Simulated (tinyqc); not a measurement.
UHF in the sto-3g basis, for BH2, spin multiplicity 2, step by step. One step of it, computed by the program tinyqc.

Question. Orthogonalisation. S = U s U^T; canonical form X = U s^(-1/2), so that X^T S X = 1. Each column of U has its largest component positive (the first on a tie).

overlap S:
```
           1B 1s     1B 2s    1B 2px     1B 2py    1B 2pz     2H 1s      3H 1s
1B 1s   1.000000  0.269328  0.000000   0.000000  0.000000  0.076900   0.076900
1B 2s   0.269328  1.000000  0.000000   0.000000  0.000000  0.509129   0.509129
1B 2px  0.000000  0.000000  1.000000   0.000000  0.000000  0.000000   0.000000
1B 2py  0.000000  0.000000  0.000000   1.000000  0.000000  0.434498  -0.434498
1B 2pz  0.000000  0.000000  0.000000   0.000000  1.000000  0.264673   0.264673
2H 1s   0.076900  0.509129  0.000000   0.434498  0.264673  1.000000   0.134881
3H 1s   0.076900  0.509129  0.000000  -0.434498  0.264673  0.134881   1.000000
```

Give: eigenvalues of S; X.

Answer.

eigenvalues of S: 0.238  0.314  0.854  1.000  1.097  1.551  1.945

X:
```
             1       2       3      4       5       6      7
1B 1s   -0.293   0.000   0.804  0.000  -0.576   0.000  0.182
1B 2s    1.371   0.000  -0.341  0.000  -0.279   0.000  0.435
1B 2px   0.000   0.000   0.000  1.000   0.000   0.000  0.000
1B 2py   0.000   1.190   0.000  0.000   0.000   0.598  0.000
1B 2pz   0.659   0.000   0.596  0.000   0.686   0.000  0.199
2H 1s   -0.948  -0.939  -0.164  0.000   0.126   0.379  0.355
3H 1s   -0.948   0.939  -0.164  0.000   0.126  -0.379  0.355
```
